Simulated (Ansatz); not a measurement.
## Ga–P–SH, doublet: vertical spin and charge gaps

Geometry (PBE0/def2-TZVP stationary point for this spin, not checked as a minimum):

```xyz
4

Ga    0.0000   -0.1811    1.2543
P     0.0000    1.1308   -0.8246
S     0.0000   -0.6909   -1.8333
H     0.0000   -0.2437   -3.1036
```

Basis cc-pVDZ; Ansatz 0.2.0. Correlated methods freeze the noble-gas cores and the filled d shells of p-block atoms. R marks a restricted (for open shells ROHF) determinant, U an unrestricted one. No spin–orbit coupling is included, and no scalar relativity.

Gaps are energies of the second state less the first, at fixed atoms, for a selection of the levels run; each method lands on the state that its own search finds for that charge and spin.

A value is left out where its run failed or describes another state than the reference as far as symmetry and spin tell, or, spin-broken singlets apart, can't be checked.

Removing an electron, to the triplet: 7.261 eV at UCCSDT(Q).

| level | gap (eV) | error (meV) |
| --- | --- | --- |
| UHF | 6.687 | -574 |
| UCCSD | 7.262 | 1 |
| UCCSD(T) | 7.265 | 4 |
| BCCD(T) | 7.268 | 7 |
| UCCSDT | 7.261 | 0 |
| PBE0 | 7.543 | 282 |
| B3LYP | 7.544 | 283 |
| wB97M-V | 7.569 | 308 |
| B2PLYP | 7.397 | 136 |
| RPA-PBE | 7.412 | 151 |

Task: PBE gives 1.748 eV for quartet less doublet. Estimate what UCCSDT(Q) gives in cc-pVDZ.

Result: UCCSDT(Q) in cc-pVDZ gives 1.736 eV, so against it PBE is off by 0.012 eV.

```tsv
level	gap (eV)	error (meV)
UHF	1.397	-339
UMP2	1.756	20
UCCSD	1.768	32
UCCSD(T)	1.749	13
BCCD(T)	1.755	19
UCCSDT	1.739	3
SPW92	1.831	95
r2SCAN	1.693	-43
PBE0	1.773	37
B3LYP	1.875	139
wB97M-V	1.964	228
B2PLYP	1.853	117
RPA-PBE	1.799	63
```

In so small a basis the reference is far from its limit while semilocal and hybrid functionals are nearer theirs (RPA and double hybrids share much of the reference's basis error), so the functionals' errors here hold much of the reference's basis and frozen-core error, which can add to them or hide them.

Full CI isn't at hand for all of this; UCCSDT(Q) serves as the reference, and is uncertain by about the last step of the cluster series. The frozen core follows each run's orbitals, which can shift R against U totals by a few meV for light atoms and by up to 0.1 eV past Ca.
